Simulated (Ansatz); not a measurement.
# FH₂OSi radical: a rigid scan of the bond length Si2–H4

How does the energy rise as the bond length Si2–H4 leaves its equilibrium value, and do density functionals follow CCSD(T)? No other atom is relaxed.

Computed with Ansatz 0.2.0, Gaussian basis. Level: single points in def2-TZVPP.

Levels: PBE-D4, r2SCAN-D4, PBE0-D4, B3LYP-D4, wB97M-V, Hartree-Fock, MP2, CCSD, CCSD(T). The scan takes 1.304, 1.356, 1.431, 1.520, 1.617, 1.723, 1.834, 1.952 Å.

Correlated methods freeze the cores. Orbitals are unrestricted. B3LYP uses VWN-RPA correlation.

20 further runs of the same task are left out: 20 set aside as unsound or not needed.

## 1. The starting structure

The minimum, relaxed at PBE0-D4: SMILES `[O][SiH2]F`, 5 atoms, charge 0, spin multiplicity 2.

Atoms are counted from 1 here; the program's logs count them from 0.

Bond lengths: O1–Si2 1.641 Å, Si2–F3 1.589 Å, Si2–H4 1.482 Å, Si2–H5 1.482 Å. Angles: O1–Si2–F3 114.7°, O1–Si2–H4 105.6°, O1–Si2–H5 105.6°, F3–Si2–H4 107.9°, F3–Si2–H5 107.9°, H4–Si2–H5 115.5°.

Coordinates:

```
O    -1.25922    0.60010    0.75733
Si    0.03130   -0.02668   -0.03909
F     1.23932   -0.46516    0.89514
H    -0.47539   -1.23811   -0.72618
H     0.51389    1.05605   -0.92861
```

Energies of the minimum (eV), from earlier single points: PBE-D4 -12668.10564, r2SCAN-D4 -12674.23242, PBE0-D4 -12668.84261, B3LYP-D4 -12677.75239, wB97M-V -12675.10085, CCSD(T) -12657.29804.

At the minimum the bond length Si2–H4 is 1.482 Å.

## 2. Si2–H4 = 1.304 Å

ccsdt-tzvpp/in.yaml reads:

```yaml
crystal:
  periodic: [false, false, false]
  atoms:
    - {symbol: O, position_ang: [-1.259224, 0.600099, 0.757335]}
    - {symbol: Si, position_ang: [0.031304, -0.026675, -0.039087]}
    - {symbol: F, position_ang: [1.239321, -0.465161, 0.895143]}
    - {symbol: H, position_ang: [-0.414520, -1.092586, -0.643646]}
    - {symbol: H, position_ang: [0.513886, 1.056049, -0.928607]}
basis:
  gaussian: {orbitals: def2-TZVPP}
magnetization: {spin_polarized: true, initial_magnetization: 1}
correlation: {method: ccsd_t}
scf: {omitted_lower_state_checks: [cluster_reference]}
```

No record of the launch command was kept for these runs.

Further steps of the session: Si2–H4 = 1.356 Å; Si2–H4 = 1.431 Å; Si2–H4 = 1.520 Å; Si2–H4 = 1.617 Å; Si2–H4 = 1.723 Å; Si2–H4 = 1.834 Å; Si2–H4 = 1.952 Å.

What does the calculation give? Wanted: highest point, CCSD(T); lowest point, CCSD(T); minimum along the scan, CCSD(T); RMS deviation from CCSD(T); largest T1 diagnostic.

The runs gave:

| quantity | value |
| --- | --- |
| highest point, CCSD(T) | 107.5 kJ/mol at 1.952 Å |
| lowest point, CCSD(T) | 0.0 kJ/mol at 1.482 Å |
| minimum along the scan, CCSD(T) | 1.473 Å |
| curvature there | 18.8 eV/Å² |
| RMS deviation from CCSD(T) | PBE-D4 13.1, r2SCAN-D4 5.2, PBE0-D4 3.7, B3LYP-D4 4.3, wB97M-V 1.0, Hartree-Fock 8.9, MP2 5.3, CCSD 1.6 kJ/mol |
| largest T1 diagnostic | 0.025 |

**Reading.** A polynomial through the near points puts the CCSD(T) minimum 0.009 Å below the PBE0-D4 value. The third derivative is negative, the usual anharmonicity of a bond. Curvature against CCSD(T): PBE-D4 -16 %, Hartree-Fock +10 %. The curve of wB97M-V lies nearest to CCSD(T), that of PBE-D4 farthest. 1 further points are left out, because the reference changes its state there.
